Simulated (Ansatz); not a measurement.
This script drives Ansatz's Python interface.

Script `run_torsion.py`:
```python
'''Energy of C4H5F as one group turns about a bond.'''

import ansatz as az
from ase import Atoms

atoms = Atoms(['C', 'C', 'C', 'C', 'F', 'H', 'H', 'H', 'H', 'H'], positions=[
    [-0.7733, -0.8175, -0.2821],
    [0.002, -0.0049, 0.6695],
    [1.3322, 0.3492, 0.3637],
    [0.5347, 1.3393, 0.3596],
    [0.2818, 2.0126, -0.7921],
    [-1.8812, -0.5133, -0.1618],
    [-0.5319, -0.5686, -1.3348],
    [-0.6623, -1.8297, -0.1255],
    [-0.238, -0.1849, 1.7457],
    [2.0191, 0.1666, -0.4394],
])

# start the scan from a relaxed geometry
first = (
    az.Crystal.molecule_from_ase(atoms).calculation()
    .basis(gaussian='def2-SVP')  # the orbital basis, by name
    .functional('HF')
    .relax(force_tolerance=0.02, max_steps=80)
)
atoms.positions = first.run(threads=1, backend='cpu').report['positions_ang']

start = atoms.get_dihedral(2, 1, 0, 5)
energies = {}
for turn in range(0, 121, 20):
    turned = atoms.copy()
    turned.set_dihedral(2, 1, 0, 5, start + turn, indices=[0, 5, 6, 7])
    calculation = az.Crystal.molecule_from_ase(turned).calculation().basis(gaussian='def2-SVP').functional('HF')
    energies[round((start + turn) % 360)] = calculation.run(threads=1, backend='cpu').report['free_energy_ev']
floor = min(energies.values())
print('dihedral C2-C1-C0-H5 (deg)   E - E(min) (kJ/mol)')
for angle, e in sorted(energies.items()):
    print(f'{angle:8d} {96.485332 * (e - floor):14.3f}  ' + '#' * int(30 * (e - floor) / max(max(energies.values()) - floor, 1e-9)))
```

It is started by `python run_torsion.py`. How long does it take on 1 thread of Intel(R) Xeon(R) Platinum 8488C (Sapphire Rapids), on a shared host, and how much memory does it need?

It took about 21 s, with a peak of 0.26 GiB, for 8 runs of the engine.

```console
$ python run_torsion.py
dihedral C2-C1-C0-H5 (deg)   E - E(min) (kJ/mol)
     208          0.000
     228          2.578  #######
     248          7.492  ######################
     268          9.815  ##############################
     288          7.304  ######################
     308          2.441  #######
     328          0.082
```

The scan is rigid and the energies are electronic, in a modest basis. With rigid groups the curve can differ much from the relaxed path, the start wasn't checked as a minimum of this torsion, and equivalent turns needn't return to the same energy.
